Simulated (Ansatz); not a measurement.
**Redistribution: C2H2ClF + C2H4F2 → C2H2F2 + C2H4ClF**

Species: C2H2ClF (1-chloro-2-fluoroethylene) `F/C=C/Cl`, singlet; C2H4F2 (1,2-difluoroethane) `FCCF`, singlet; C2H2F2 `F/C=C/F`, singlet; C2H4ClF (1-chloro-2-fluoroethane) `FCCCl`, singlet. The partners trade Cl for F; both sit on C, so the bond types are kept.

Shapes, held fixed at every level: PBE0-D4/def2-TZVP. Flexible molecules stand in one conformer, not always the lowest. Programs: Ansatz 0.2.0. The zero-point and thermal change to 298 K, harmonic and unscaled (PBE0-D4/def2-TZVP), is -0.2 kJ/mol.

(1) Estimate ΔH(298 K) of this reaction.

Results:

(1) The highest level, CCSD(T)/CBS estimate, gives ΔH(298 K) = +7.6 kJ/mol; the levels span +6.5 to +8.1. The column of differences is taken from that level and isn't an error. No measured value is set beside it here. The CBS estimate extrapolates MP2 from def2-TZVPP and def2-QZVPP and adds CCSD(T) − MP2 in the triple-zeta set, cores frozen. Times are processor times on shared x86 and Arm servers, and rough.

```tsv
level	kind	ΔH(298 K) (kJ/mol)	less CCSD(T)/CBS estimate	CPU time (sum over the molecules)
SPW92/def2-TZVPP	LDA	+6.6	-1.0	8.5 s
r2SCAN-D4/def2-TZVPP	meta-GGA	+8.1	+0.5	21 s
B3LYP-D4/def2-TZVPP	global hybrid	+7.6	0.0	17 s
PBE0-D4/def2-TZVPP	global hybrid	+7.3	-0.3	15 s
r2SCAN0-D4/def2-TZVPP	global hybrid	+7.7	+0.1	21 s
wB97M-V/def2-TZVPP	range-separated hybrid	+6.5	-1.1	42 s
wB97X-V/def2-TZVPP	range-separated hybrid	+7.2	-0.4	31 s
CCSD(T)/CBS estimate	coupled cluster or CI	+7.6	0.0	4.9 min
```
